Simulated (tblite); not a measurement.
Compound: C3H7O2S (doublet state).
Atom-mapped SMILES: `[CH2:1][CH2:2][S:3]([CH3:4])(=[O:5])=[O:6]` (hydrogens: H7, H8 on C1; H9, H10 on C2; H11, H12, H13 on C4)

Geometry (GFN2-xTB, Å), atoms numbered from 1 in this order:
```xyz
13
C3H7O2S angstrom
C     -1.6586    0.4196    0.7446
C     -1.1980    0.2045   -0.5703
S      0.4843   -0.7927   -0.5853
C      1.6766    0.2458    0.3566
O      0.9380   -0.8683   -1.9508
O      0.3083   -2.0258    0.1323
H     -1.3231    1.2609    1.3226
H     -2.2150   -0.3403    1.2578
H     -0.8864    1.0822   -1.1274
H     -1.7951   -0.4725   -1.1731
H      2.4350    0.5773   -0.3390
H      1.1338    1.0818    0.7755
H      2.0959   -0.3718    1.1388
```

Computed values, GFN2-xTB/tblite, gas phase, harmonic and unscaled. This tight-binding method is rough: wavenumbers can miss measured ones by several per cent, in bad cases by 10 to 20. One conformer, not necessarily the lowest. Open shells enter through the occupations alone, without spin polarisation, and single modes of such species can be off by tens of per cent. The optimisation stopped once no atom felt more than 0.01 eV/Å.

Lowest wavenumbers of the output (negative numbers stand for imaginary wavenumbers):
```
mode    cm-1
  1    -120.9
  2      63.5
  3     147.8
  4     195.4
  5     264.4
  6     294.3
  7     336.2
  8     377.2
  9     431.6
 10     495.7
```

Question: Is this structure a minimum?

Answer: No. 1 mode is imaginary beyond 20i (121i cm⁻¹), so at this level the point lies at or near a first-order saddle.

Question: Which atoms move in the imaginary mode?

Answer: 121i: H12 (hydrogen on carbon) 33 %, H13 (hydrogen on carbon) 33 %, H11 (hydrogen on carbon) 32 %. These are shares of the mass-weighted motion.

Question: What is the remedy?

Answer: Step along that mode in both directions, optimise again with tighter thresholds and repeat the frequencies. The zero-point energy of this point (59.6 kcal/mol) counts the 32 real modes alone, and thermal corrections from it aren't those of a minimum.
